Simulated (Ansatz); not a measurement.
A plane-wave DFT run in Ansatz 0.2.0 (scalar-relativistic PAW potentials unless the input names others): input and command.

```yaml
crystal:
  lattice:
    - [5.011613005, 0.0, 0.0]
    - [0.0, 5.011613005, 0.0]
    - [0.0, 0.0, 3.1266390186]
  atoms:
    - { symbol: Ti, position: [0.0, 0.0, 0.0] }
    - { symbol: Ti, position: [0.5, 0.5, 0.5] }
    - { symbol: O, position: [0.3056475955, 0.3056475955, 0.0] }
    - { symbol: O, position: [0.1943524045, 0.8056475955, 0.5] }
    - { symbol: O, position: [0.6943524045, 0.6943524045, 0.0] }
    - { symbol: O, position: [0.8056475955, 0.1943524045, 0.5] }
basis:
  ecutwfc: 420
kpoints:
  mp_grid: { grid: [6, 6, 10] }
hamiltonian:
  xc: pbe
  hubbard: { sites: [{ species: O, l: f, u_eff: 4.0 }] }
scf:
  occupations: { method: gaussian, width: 0.05 }
  max_iter: 100
output:
  forces: true
  eigenvalues: true
  stress: true
```

```bash
ansatz run input.yaml --threads 2 --pin off --max-ram 5120MiB --backend cpu --events-out ev --progress --plain --runs-dir out
```

What will the program do with this input?

The program refuses it, because of a U on a shell that isn't there (hamiltonian.hubbard: {"sites": [{"species": "Ti", "l": "d", "u_eff": 4.0}]} → {"sites": [{"species": "O", "l": "f", "u_eff": 4.0}]}). With the sound run's settings it is accepted.

Abridged log:
```
Error: inconsistent input (hamiltonian.hubbard.sites[].l, hamiltonian.hubbard.sites[].shell): the file of O doesn't list 4f, and it can't be added: PBE doesn't bind the shell 4f of the free atom, whose level lies at +1.15 eV. Type an atom or ion with it (hamiltonian.pseudopotentials.projection_atoms), take another file or name another shell
```

Cost: 1 run of about 0.005 core-minutes, on Intel Xeon Processor @ 2.50GHz (Skylake/Cascade Lake) (shared hosts).